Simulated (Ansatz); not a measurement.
# H3MgNS: rigid scan of one bond angle

Aim: a rigid scan of one bond angle, for H3MgNS, run from a script. SMILES: [NH2][Mg][SH].

Computed with Ansatz 0.2.0 through its Python package. Level of theory: PBE0/def2-SVP.

**1. Starting point**

Bond lengths: N1–Mg2 2.034 Å, Mg2–S3 2.407 Å, N1–H4 1.103 Å, N1–H5 1.029 Å, S3–H6 1.421 Å. Angles: N1–Mg2–S3 178.8°, Mg2–N1–H4 105.8°, Mg2–N1–H5 111.5°, H4–N1–H5 106.7°, Mg2–S3–H6 92.9°.

The script holds or builds the structure itself.

**2. Script**

The input, bend_h3mgns.py:

```python
'''Energy of H3MgNS against one bond angle.'''

import warnings

import ansatz
from ase import Atoms

warnings.simplefilter('ignore', ansatz.DeckWarning)

atoms = Atoms(['N', 'Mg', 'S', 'H', 'H', 'H'], positions=[
    [-1.3888, 0.25, -1.0606],
    [-0.1119, 0.04, 0.5093],
    [1.4147, -0.2507, 2.348],
    [-0.9551, 1.0406, -1.6957],
    [-1.4252, -0.6034, -1.6346],
    [2.5083, -0.5405, 1.4874],
])

# relax first, so that the scan starts from a minimum
first = (
    ansatz.Crystal.molecule_from_ase(atoms).calculation()
    .basis(gaussian='def2-SVP')
    .functional('pbe0')
    .relax(force_tolerance=0.02, max_steps=80)
)
atoms.positions = first.run(threads=1, pin='off').report['positions_ang']

rows = []
for angle in [85, 95, 105, 115, 125, 140, 160]:
    bent = atoms.copy()
    bent.set_angle(1, 2, 5, angle, indices=[5])
    base = (
        ansatz.Crystal.molecule_from_ase(bent).calculation()
        .basis(gaussian='def2-SVP')
        .functional('pbe0')
    )
    rows.append((angle, base.run(threads=1, pin='off').report['free_energy_ev']))
floor = min(e for _, e in rows)
for angle, e in rows:
    print(f'angle Mg1-S2-H5 = {angle:3d} deg   {1000 * (e - floor):9.1f} meV')
```

**3. The input behind the calls**

The package turns the script's settings into the engine's input (first run):

```yaml
crystal:
  periodic: [false, false, false]
  atoms:
    - { symbol: "N", position_ang: [-1.3888, 0.25, -1.0606] }
    - { symbol: Mg, position_ang: [-0.1119, 0.04, 0.5093] }
    - { symbol: S, position_ang: [1.4147, -0.2507, 2.348] }
    - { symbol: H, position_ang: [-0.9551, 1.0406, -1.6957] }
    - { symbol: H, position_ang: [-1.4252, -0.6034, -1.6346] }
    - { symbol: H, position_ang: [2.5083, -0.5405, 1.4874] }
basis:
  gaussian:
    orbitals: def2-SVP
hamiltonian:
  xc: pbe0
relax:
  f_tol: 0.02
  max_steps: 80
```

**4. Running it**

On the command line:

```console
> python bend_h3mgns.py
```

The log of the run:

```text
angle Mg1-S2-H5 =  85 deg        19.3 meV
angle Mg1-S2-H5 =  95 deg         0.0 meV
angle Mg1-S2-H5 = 105 deg        36.9 meV
angle Mg1-S2-H5 = 115 deg       124.5 meV
angle Mg1-S2-H5 = 125 deg       253.7 meV
angle Mg1-S2-H5 = 140 deg       494.1 meV
angle Mg1-S2-H5 = 160 deg       798.2 meV
```

Wall time 22 s (1 thread of AMD EPYC 7R43 (Zen 3), shared host); peak memory 0.21 GiB.

**5. How the relaxation of run 0 went**

Step by step:

```
step  energy from step 1 (eV)  largest force component (eV/Å)
   1                   0.0000                          2.0785
   2                  -0.3007                          1.0607
   3                  -0.3890                          0.7124
   4                  -0.4455                          0.1810
   5                  -0.4473                          0.0490
   6                  -0.4474                          0.1490
   7                  -0.4484                          0.0086
```

Step 1 is the start.

Before: Bond lengths: N1–Mg2 2.034 Å, Mg2–S3 2.407 Å, N1–H4 1.103 Å, N1–H5 1.029 Å, S3–H6 1.421 Å. Angles: N1–Mg2–S3 178.8°, Mg2–N1–H4 105.8°, Mg2–N1–H5 111.5°, H4–N1–H5 106.7°, Mg2–S3–H6 92.9°.

After: Bond lengths: N1–Mg2 1.885 Å, Mg2–S3 2.312 Å, N1–H4 1.016 Å, N1–H5 1.016 Å, S3–H6 1.353 Å. Angles: N1–Mg2–S3 179.5°, Mg2–N1–H4 126.6°, Mg2–N1–H5 126.5°, H4–N1–H5 106.9°, Mg2–S3–H6 93.4°.

Run 0 is this relaxation; the runs after it count from 1.

**6. Run by run**

The 7 runs, in the order started:

| run | energy from run 2 (eV) | SCF cycles | CPU time (s) |
| --- | --- | --- | --- |
| 1 | 0.0193 | 16 | 1.2 |
| 2 | 0.0000 | 17 | 1.2 |
| 3 | 0.0369 | 16 | 1.2 |
| 4 | 0.1245 | 16 | 1.2 |
| 5 | 0.2537 | 16 | 1.2 |
| 6 | 0.4941 | 17 | 1.2 |
| 7 | 0.7982 | 18 | 1.3 |

**7. Summary of results**

```
                    quantity                    value
               runs compared                        7
angle Mg1-S2-H5 (as printed)  160 deg       798.2 meV
```

In words: All 7 runs converged, in 16 to 18 cycles. Run 0: The relaxation took 6 moves; the largest shift is 0.360 Å, of atom 1 (N). The scan is rigid, and the energies are electronic, in a modest basis. The zero is the lowest point of the grid, which needn't be the minimum.
